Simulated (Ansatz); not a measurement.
# Active spaces for C2H2N2O, triplet

Computed with Ansatz's Gaussian-basis code (development build). Basis cc-pVTZ, nonrelativistic, 5 orbitals frozen in the corrections. State-specific CASSCF; RHF is the lowest restricted (open-shell) Hartree–Fock solution met. On stretched bonds single-reference methods can fail or change state. No symmetry is imposed, so a solution can break that of the shape. No proof that the lowest CASSCF solution was found.

Geometry:

```xyz
7

O     0.0000    0.0000    1.1336
C     0.0000   -1.0528    0.2725
N     0.0000   -0.7017   -0.9801
N     0.0000    0.7017   -0.9801
C     0.0000    1.0528    0.2725
H     0.0000   -2.0470    0.6917
H     0.0000    2.0470    0.6917
```

Q: What do CASSCF and its corrections give against RHF in CAS(6,5), and what are the occupations?

A: CASSCF -1.707 eV, SC-NEVPT2 -24.962 eV; occupations 2.00, 1.80, 1.11, 0.89, 0.20.

Q: How do single-reference totals in the same basis and frozen core stand against SC-NEVPT2 in CAS(6,5)?

A: CCSD(T) -1.712 eV. Coupled cluster stands on the determinant that it favours, which can lie over the RHF solution above, and is in doubt where the occupations are far from 0, 1 and 2.

Q: Roughly how much CPU time does a whole run from the default start take (median of such runs, summed over threads; nearly all runs on one pinned thread of a shared server, mostly Xeon at 2.3 to 2.6 GHz, by a development driver)?

A: CAS(6,5): about 3.8 min. Other jobs ran beside these, and the count of passes differs.
